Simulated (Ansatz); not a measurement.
**AlCP+ (doublet): wave-function methods side by side, def2-QZVPP**

An exercise on one series of results from a longer session: the logs are not shown, and one member is left open.

The runs use Ansatz 0.2.0, Gaussian basis; def2-QZVPP, core rule «outside noble gas», up to 11 orbitals frozen.

The runs, in order: UHF; ROHF; CCSD(T) on UHF.

2 further runs of the same task are left out: 2 set aside as unsound or not needed.

### The geometry

The geometry is a PBE0/def2-TZVP stationary point (not a proven minimum) of the parent state, kept for this charge and spin.

3 atoms, charge 1, spin multiplicity 2.

Atoms are counted from 1 here; the program's logs count them from 0.

Bond lengths: Al1–C2 1.848 Å, C2–P3 1.569 Å. Angles: Al1–C2–P3 180.0°.

The first run:

in.yaml

```yaml
crystal:
  periodic: [false, false, false]
  atoms:
    - {symbol: Al, position_ang: [0.000000, 0.000000, 1.754767]}
    - {symbol: C, position_ang: [0.000000, 0.000000, -0.092933]}
    - {symbol: P, position_ang: [0.000000, 0.000000, -1.661833]}
basis:
  gaussian: {orbitals: "def2-QZVPP.json"}
total_charge: 1
magnetization: {spin_polarized: true, initial_magnetization: 1}
hamiltonian: {xc: hf}
output: {orbitals: {seedname: orbitals}}
```

Command:

```
$ ansatz run in.yaml --threads 1 --pin off --events-out ev --progress --plain --max-ram 2393MiB
```

Steps of the session up to this table: UHF; ROHF; CCSD(T) on UHF.

One of the session's tables, all rows but one given; the rest of the session is left out.

```
  method  from UCCSD(T) (meV)
    ROHF              +9928.9
    UMP2              +1565.7
   UCCSD                    ?
UCCSD(T)                    0
```

Q: Estimate the row for UCCSD from the others.

**Answer.** from UCCSD(T) (meV): +679.8. In the column «from UCCSD(T) (meV)» it lies between UCCSD(T) (0) and UMP2 (+1565.7).

Left out of the table: UHF (another determinant or state than the rows shown).

Limits of these values: The determinant is far from a pure spin state, so its energy mixes those of several spin states (harmless only where they are near-degenerate, as at dissociation). Warnings: spin contamination; coupled cluster took another determinant than the lowest.
